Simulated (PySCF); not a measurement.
What an electron can do to ClF

CCSD(T) in PySCF with def2-TZVPPD on every atom, for the lowest determinant that a PBE0 search found; no spin–orbit coupling.

```json
{"species": "ClF", "state (unpaired electrons)": "singlet (closed shell)", "Re (Å)": "1.639", "ωe (cm⁻¹)": "773", "energy of the minimum from the neutral (eV)": "0.00", "De (eV)": "2.50", "dissociates to": "Cl + F"}
{"species": "ClF⁺", "state (unpaired electrons)": "doublet (π ↑)", "Re (Å)": "1.542", "ωe (cm⁻¹)": "920", "energy of the minimum from the neutral (eV)": "12.52", "De (eV)": "2.71", "dissociates to": "Cl⁺ + F"}
{"species": "ClF⁻", "state (unpaired electrons)": "doublet (σ ↑)", "Re (Å)": "2.175", "ωe (cm⁻¹)": "365", "energy of the minimum from the neutral (eV)": "-2.17", "De (eV)": "1.21", "dissociates to": "Cl⁻ + F"}
```

Problem. Work out the lowest energy to break ClF into atoms, from its vibrational ground state.

Solution. D0 = De − ωe/2 = 2.50 − 0.05 = 2.45 eV (CCSD(T)/def2-TZVPPD).

Problem. Work out the ionisation energy of the Cl atom at this level and the threshold of dissociative ionisation.

Solution. IE(Cl) = 12.52 + 2.71 − 2.50 = 12.73 eV, so Cl⁺ + F + e⁻ appears at D0 + IE(Cl) = 15.18 eV (CCSD(T)/def2-TZVPPD). The measured IE(Cl) is 12.968 eV (NIST ASD).

Problem. Work out the electron affinity of the Cl atom and the threshold of dissociative attachment.

Solution. EA(Cl) = 2.50 − 1.21 − (-2.17) = 3.46 eV, so Cl⁻ + F needs D0 − EA(Cl) = -1.01 eV (negative: it is exothermic at zero electron energy) (CCSD(T)/def2-TZVPPD). The measured EA(Cl) is 3.613 eV.

These are thermodynamic thresholds; the onsets seen under electron impact lie higher where the geometry changes, and cross-sections peak well above them.

Correlated steps freeze 6 core orbitals. For an ion De counts to the pair picked by the measured ionisation energies or electron affinities, which need not be the lowest pair at this level. Where the molecule has an RHF reference, its open-shell atoms are computed with UHF. The CCSD T1 diagnostic is raised in ClF⁻, a sign that a single reference may not be enough there. States were picked by a PBE0 search and need not be the measured ground states.
